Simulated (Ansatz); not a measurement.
Abridged output of a molecular run in Ansatz:

```
Functional definition: HF
1726 factors; integrals over basis functions are off by at most 8.4e-4 eV
mean field evaluation 1: about -8973.9663 eV, gradient 4.3e1 eV
mean field evaluation 2: about -8974.2692 eV, gradient 4.3e1 eV
mean field evaluation 4: about -8978.5087 eV, gradient 5.0e0 eV
mean field evaluation 8: about -8978.5869 eV, gradient 3.0e-1 eV
mean field -8978.58749702 eV, -329.9570046104 hartree, gradient 7.8e-6 eV, S^2 0.000000; 0 other end points of the search recorded, 0 dependent functions left out
6 core orbitals not correlated: weight in the atoms' cores, before any rotation towards them, 1.000 or more for the frozen orbitals, at most 0.000 for the correlated occupied ones
reference -8978.58749702 eV, -329.9570046104 hartree; 18, 18 occupied and 260, 260 virtual orbitals, 1726 factors
second order -31.36852721 eV of doubles, -0.00000000 eV of singles
cycle   1  -31.52945922 eV  change   -1.6e-1 eV  update   1.1e-1
cycle   2  -32.22454307 eV  change   -7.0e-1 eV  update   3.4e-2
cycle   3  -32.38911343 eV  change   -1.6e-1 eV  update   1.6e-2
cycle   4  -32.37823891 eV  change    1.1e-2 eV  update   3.9e-3
cycle   5  -32.37675726 eV  change    1.5e-3 eV  update   1.6e-3
cycle   6  -32.37802382 eV  change   -1.3e-3 eV  update   4.5e-4
cycle   7  -32.37783901 eV  change    1.8e-4 eV  update   1.4e-4
cycle   8  -32.37777232 eV  change    6.7e-5 eV  update   4.1e-5
cycle   9  -32.37778527 eV  change   -1.3e-5 eV  update   1.6e-5
perturbative correction -1.26586928 eV, -0.0465198379 hartree
Total energy: -9012.23115157 eV, -331.1933861106 hartree
```

Its atoms:

```xyz
13

C    -0.298   -0.101    2.006
C     0.249   -0.498    0.873
F     0.649   -1.774    0.723
C     0.514    0.312   -0.363
C    -0.120   -0.323   -1.590
O     0.118    1.651   -0.196
H    -0.581    0.934    2.128
H    -0.441   -0.793    2.825
H     1.601    0.345   -0.503
H    -1.209   -0.353   -1.482
H     0.232   -1.345   -1.734
H     0.129    0.265   -2.475
H    -0.844    1.680   -0.212
```

(1) Which basis set was used?
A. def2-TZVPP
B. cc-pV(Q+d)Z
C. def2-QZVPP
D. def2-SVP

(2) Write the keys of the input that set method, charge and spin (a neutral closed shell needs none for the last two).

Answers

(1) A. It gives 284 functions.

(2) 
```yaml
correlation: {method: ccsd_t}
```
